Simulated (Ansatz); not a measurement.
```yaml
crystal:
  periodic: [false, false, false]
  atoms:
    - {symbol: Hf, position_ang: [-0.157250, 0.012223, -0.000344]}
    - {symbol: O, position_ang: [1.628427, -0.181483, 0.003813]}
    - {symbol: H, position_ang: [1.997852, 0.716192, 0.000320]}
basis:
  gaussian: {orbitals: def2-TZVP}
magnetization: {spin_polarized: true, initial_magnetization: 1}
hamiltonian: {xc: pbe0}
relax: {f_tol: 0.004, max_steps: 80}
```

```sh
$ ansatz run in.yaml --threads 1 --pin off --events-out ev --progress --plain --max-ram 2176MiB
```

Steps of the relaxation (energy above the last step; positions in Å, forces in eV/Å):

```
3
step 1, 339.5 meV
Hf   -0.157    0.012    0.000   -3.794    0.170   -0.008
O     1.628   -0.181    0.004    3.261   -0.297    0.007
H     1.998    0.716    0.000    0.533    0.127    0.000
```

```
3
step 2, 135.0 meV
Hf   -0.229   -0.006    0.000   -0.682   -0.113   -0.001
O     1.646   -0.167    0.004    0.479    0.458   -0.001
H     2.052    0.720    0.000    0.204   -0.346    0.002
```

```
3
step 3, 101.8 meV
Hf   -0.270   -0.027    0.000    0.179   -0.134    0.001
O     1.637   -0.141    0.004   -0.219    0.568   -0.003
H     2.102    0.715    0.001    0.039   -0.434    0.002
```

```
3
step 7, 3.6 meV
Hf   -0.359   -0.191    0.000   -0.199   -0.053    0.000
O     1.462    0.206    0.002    0.602    0.218    0.000
H     2.366    0.533    0.002   -0.403   -0.165    0.000
```

```
3
step 14, 0.0 meV
Hf   -0.358   -0.210    0.000    0.000    0.000    0.000
O     1.452    0.259    0.001    0.000    0.000    0.000
H     2.375    0.498    0.002    0.000    0.000    0.000
```

Close pairs at the end: O2–H3 0.953 Å, Hf1–O2 1.870 Å, Hf1–H3 2.823 Å.

A stationary point of unrestricted PBE0 after 14 steps, with ⟨S²⟩ = 0.800 against 0.75 for a pure state; no frequencies were run, so it isn't proven a minimum. 2.7 min on 1 thread of Intel Xeon 6975P-C, shared host.
